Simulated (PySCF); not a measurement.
A structure optimised at PBE0-D3(BJ)/def2-TZVPD, used in a PySCF frequency run:

```xyz
3

C      0.0000     0.0000     0.7283
C      0.0000     0.0000    -0.4720
H      0.0000     0.0000    -1.5381
```
Charge 0, spin multiplicity 2.

Write its SMILES, formula and point group.

[C]#C, C₂H, C∞v

What are its rotational constants (standard atomic weights)?

44.573 GHz (linear rotor, B only)
